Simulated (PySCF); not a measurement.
Bonds (- single, = double, # triple, : aromatic): O1=C2 1.171 Å, C2-F3 1.307 Å, C2-F4 1.307 Å.

Geometry: PBE0-D3(BJ)/def2-SVP; GIAO shifts from PySCF, gas phase, non-relativistic, averaged over equivalent atoms.

At PBE0/IGLO-III (140 basis functions, 3.5 s wall time on 1 thread of an AMD EPYC 9R14, shared host):
| atoms | δ (ppm) |
| --- | --- |
| O1 | 314.0 |
| C2 | 144.2 |
| F3/F4 | -22.0 |

Chemical shifts δ = σref − σ; 17O (σref 327.19) against H2O; 13C (σref 183.78) vs TMS; 19F (σref 174.63) vs CFCl3, all at this level.

Problem. Predict the values at PBE0/pcSseg-3 on the same geometry.

Solution. 
```json
{"atoms": "O1", "δ at PBE0/pcSseg-3": "313.3", "change": "-0.7"}
{"atoms": "C2", "δ at PBE0/pcSseg-3": "146.1", "change": "+1.9"}
{"atoms": "F3/F4", "δ at PBE0/pcSseg-3": "-23.5", "change": "-1.5"}
```

Chemical shifts δ = σref − σ; H2O for 17O (σref 326.44); 13C (σref 183.56) vs TMS; CFCl3 for 19F (σref 173.78), all at this level.

The largest change is at C2 (carbonyl carbon). Cost: 288 basis functions, 13 s wall time on 1 thread of an AMD EPYC 9R14, shared host.

Unscaled 19F shifts against computed CFCl3 carry errors that often reach 10 to 50 ppm. Unscaled 17O shifts of doubly bonded oxygen tend to come out too high, by tens of ppm or more. Experimental scales use liquid or dissolved standards, which lie at an offset from isolated H2O (liquid H2O: subtract about 36 ppm).
